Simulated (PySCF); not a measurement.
H2S, SMILES S.

The structure is a stationary point at PBE0-D3(BJ)/def2-TZVPD.

Two levels are set side by side: PBE/def2-TZVPD (PySCF) and r2SCAN/def2-TZVPD (PySCF). Same geometry, gas phase. Differences are taken from unrounded values.

```
quantity                       PBE
---------------------------  -----
orbital gap (eV)              5.65
highest occupied level (eV)  -6.30
lowest empty level (eV)      -0.65
dipole moment (D)             0.98
mean polarisability (bohr³)   25.6
```

Q: These are the PBE values. What does r2SCAN give? (Estimate from the structure and the level; the computed values follow.)

A: 
```tsv
quantity	r2SCAN	PBE minus r2SCAN
orbital gap (eV)	6.35	-0.71
highest occupied level (eV)	-6.55	0.26
lowest empty level (eV)	-0.20	-0.45
dipole moment (D)	1.03	-0.06
mean polarisability (bohr³)	25.0	0.7
```

Rough cost on one machine, each run with all the roots and properties that it gave: r2SCAN against PBE about 3 times.
